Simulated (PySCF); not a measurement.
# Where the electron goes

Compound: silylidenephosphane, H3PSi.
Numbering: `[SiH2:1]=[PH:2]` (hydrogens: H3, H4 on Si1; H5 on P2)

Geometry (PBE0-D3(BJ)/def2-SVP, Å), atoms numbered from 1 in this order:
```
atom  x, y, z in Å
Si1   -0.5561   -0.0586   -0.0064
P2     1.3484   -0.8680    0.0112
H3    -1.7739   -0.9156    0.0082
H4    -0.8997    1.3922   -0.0348
H5     1.8986    0.4558   -0.0126
```

Method: PySCF 2.14.0, density-fitted response routines, TDDFT CAM-B3LYP/def2-SVPD, vertical, gas phase, core orbitals frozen in the response.

Frontier orbitals with the atoms that hold most of them (Löwdin shares over 4%, at most four atoms; ? is withheld):

```json
{"orbital": "HOMO-3", "ε (eV)": "-12.27", "atoms": "Si1 38%, H4 25%, P2 17%, H3 14%"}
{"orbital": "HOMO-2", "ε (eV)": "-10.94", "atoms": "P2 33%, Si1 28%, H5 19%, H3 18%"}
{"orbital": "HOMO-1", "ε (eV)": "-9.35", "atoms": "P2 67%, Si1 19%, H5 8%, H4 6%"}
{"orbital": "HOMO", "ε (eV)": "?", "atoms": "?"}
{"orbital": "LUMO", "ε (eV)": "-1.10", "atoms": "?"}
{"orbital": "LUMO+1", "ε (eV)": "0.90", "atoms": "Si1 39%, P2 26%, H4 18%, H3 9%"}
{"orbital": "LUMO+2", "ε (eV)": "1.27", "atoms": "Si1 44%, P2 34%, H5 9%, H4 7%"}
```

Task: Give the leading atoms of the LUMO.

Result: Si1 (bonded to P and 2 H) 47%; P2 (bonded to Si and H) 34%; H4 (bonded to Si) 8%; H3 (bonded to Si) 8%. By element: silicon 47%, phosphorus 34%, hydrogen 16% or more.

Task: Give the leading atoms of the HOMO.

Result: P2 (bonded to Si and H) 52%; Si1 (bonded to P and 2 H) 36%; H5 (bonded to P) 6%.

Task: What is the HOMO energy, and the HOMO–LUMO gap?

Result: ε(HOMO) = -7.96 eV; the gap is 6.86 eV (0.2520 hartree).

Task: How does S1 compare with the orbital gap of 6.86 eV?

Result: S1 is at 4.33 eV (f = 0.156), 2.53 eV below the gap, made of HOMO→LUMO (93%). Without the coupling terms of the response equations the lowest excitation would equal the gap.

Task: Give energy, strength and leading configuration of S1, S2, S3 and S4, and follow the Löwdin shares of the leading atoms from the occupied to the empty orbital.

Result: 
- S1 (4.33 eV, f 0.156), HOMO→LUMO (93%): P2 52% → 34%, Si1 36% → 47%
- S2 (4.64 eV, f 0.0029), HOMO-1→LUMO (97%): P2 67% → 34%, Si1 19% → 47%
- S3 (5.37 eV, f 0.0004), HOMO→LUMO+1 (86%): P2 52% → 26%, Si1 36% → 39%
- S4 (5.97 eV, f 0.019), HOMO-2→LUMO (71%): P2 33% → 34%, Si1 28% → 47%

Löwdin shares depend on the basis, the more so with diffuse functions.
